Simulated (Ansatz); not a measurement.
The same path of BH3O + FH (7 atoms, charge 0, multiplicity 1) was run twice with different band settings. Lost on the way: F6–H7. Made: B1–F6, O2–H7.

These are results of RKS BHLYP-D4/cc-pVDZ (Ansatz), not measurements.

Relaxed end points:

```xyz
7
Properties=species:S:1:pos:R:3
B -0.161 -0.442 -0.032
O -0.464 0.181 1.131
H -1.103 -0.273 1.677
H 0.633 0.102 -0.737
H -0.686 -1.485 -0.304
F 0.723 2.523 1.467
H 0.270 1.717 1.446
```

```xyz
7
Properties=species:S:1:pos:R:3
B -0.027 0.295 -0.088
O -0.101 -0.006 1.632
H -0.997 0.177 1.927
H 1.139 0.067 -0.291
H -0.869 -0.480 -0.469
F -0.386 1.625 -0.133
H 0.456 0.645 2.069
```

Common settings: spring 5.0 eV/Å²; optimiser quadratic models (default); start path through a guess of the saddle point; force threshold 0.03 eV/Å; iteration limit 60; end points relaxed.

| run | movable images | climbing image |
| --- | --- | --- |
| 1 | 7 | yes |
| 2 | 8 | no |

**Question.** What does each run give, and how far can it be trusted?

**Answer.** Run 1: converged after 14 iterations, highest image 0.748 eV above the first end. A vibrational analysis at the climbing image gives one clearly imaginary mode, 1148i cm⁻¹: a first-order saddle point.
Run 2: converged after 15 iterations, highest image 0.615 eV above the first end. No image climbed, so the highest image needn't sit at the top of the path.
The orbitals stay closed-shell, which can raise the energy where a bond breaks towards radicals; this wasn't checked here.
